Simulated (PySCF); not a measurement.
Spectra and structures to be paired. Computed, not measured: TDDFT CAM-B3LYP/def2-SVPD, vertical, gas phase, core orbitals frozen in the response in PySCF 2.14.0, density-fitted response routines. Geometries: GFN2-xTB; one conformer of each isolated species. Triplets are in the Tamm–Dancoff approximation. Ions are computed without counter-ions or solvent.

A. `[SiH3]O[SiH3]`
B. `O[SiH2][SiH3]`
C. `CCc1c[cH+]1`

Lowest singlet levels (six at most, fewer where fewer were computed) with oscillator strengths:

1. 172 nm (f 0.006); 171 nm (f 0.006); 150 nm (f 0.001 summed over 2 states); 147 nm (f 0.105); 147 nm (f 0.094); 142 nm (f 0.003) [of 8 roots; the last level is left out, as the window may have cut its degenerate partner]; T1 6.86 eV
2. 191 nm (f 0.001); 183 nm (f 0.000); 171 nm (f 0.000); 171 nm (f 0.113); 168 nm (f 0.000); 164 nm (f 0.020); T1 6.12 eV
3. 197 nm (f 0.009); 170 nm (f 0.032); 169 nm (f 0.013); 162 nm (f 0.017); 154 nm (f 0.243); 151 nm (f 0.065); T1 5.67 eV

**Question.** Which spectrum belongs to which structure?

**Answer.** 1 = A, 2 = C, 3 = B.
- A: S1 at 7.20 eV, HOMO→LUMO (93%); Löwdin shares by element: HOMO oxygen 36%, silicon 27%, hydrogen 12% or more (atoms not listed hold the other 25%); LUMO silicon 49%, oxygen 12%, hydrogen 7% or more (atoms not listed hold the other 32%); HOMO -9.93 and LUMO 0.72 eV.
- B: S1 at 6.29 eV, HOMO→LUMO (94%); Löwdin shares by element: HOMO silicon 53%, oxygen 23%, hydrogen 8% or more (atoms not listed hold the other 16%); LUMO silicon 48%, oxygen 20%, hydrogen 9% or more (atoms not listed hold the other 22%); HOMO -9.42 and LUMO 0.37 eV.
- C: S1 at 6.49 eV, HOMO-2→LUMO+1 (36%), HOMO-1→LUMO+1 (34%), HOMO-2→LUMO (13%); Löwdin shares by element: HOMO carbon 51% or more, hydrogen 26% or more (atoms not listed hold the other 23%); LUMO carbon 88% or more, hydrogen 7% or more; HOMO -16.14 and LUMO -5.86 eV; point group Cs, 3 of its 6 listed states under f = 0.0005.
